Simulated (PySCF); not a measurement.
Species: C₄H₆S.
Bonds: C1–C2 (triple), C2–S3, S3–C4, C4–C5. Hydrogens: H6 on C1; H7, H8 on C4; H9, H10, H11 on C5.

Computed geometry: GFN2-xTB, gas phase.

(1) Give the optimised bond lengths and angles.

Results:

(1) 
| bond | length (Å) | order |
| --- | --- | --- |
| C1≡C2 | 1.201 | triple |
| C2–S3 | 1.688 | single |
| S3–C4 | 1.836 | single |
| C4–C5 | 1.515 | single |
| C1–H6 | 1.049 | single |
| C4–H7, C4–H8 | 1.090 | single |
| C5–H9, C5–H10, C5–H11 | 1.088 | single |

Bonds in one row agree within 0.01 Å and their mean is given. Orders are formal, as drawn. A selection of angles:
| angle | degrees |
| --- | --- |
| C2–C1–H6 | 179.6 |
| C1–C2–S3 | 179.5 |
| C2–S3–C4 | 98.8 |
| S3–C4–C5 | 111.9 |
| S3–C4–H7 | 104.5 |
| S3–C4–H8 | 107.5 |
| C5–C4–H7 | 111.6 |
| H7–C4–H8 | 109.4 |
| C4–C5–H9 | 110.6 |
| C4–C5–H10 | 109.9 |
| H9–C5–H10 | 108.7 |

Torsions: C2–S3–C4–C5 67° (synclinal). The mirror-image conformer, all signs reversed, is as good.

The 2 C–C bonds span 1.201 Å (C1≡C2, drawn triple) to 1.515 Å (C4–C5, drawn single), a spread of 0.314 Å. Of the pairs four or more bonds apart, C2···H11 is among the closest relative to their van der Waals radii: 2.75 Å, 95 % of the sum of Bondi's values. The 2 C–S bonds span 1.688 Å (C2–S3, drawn single) to 1.836 Å (S3–C4, drawn single), a spread of 0.148 Å.

Point group: C1 (no symmetry element, even within 0.4 Å). Not checked by GFN2-xTB frequencies. One conformer, not necessarily the lowest.
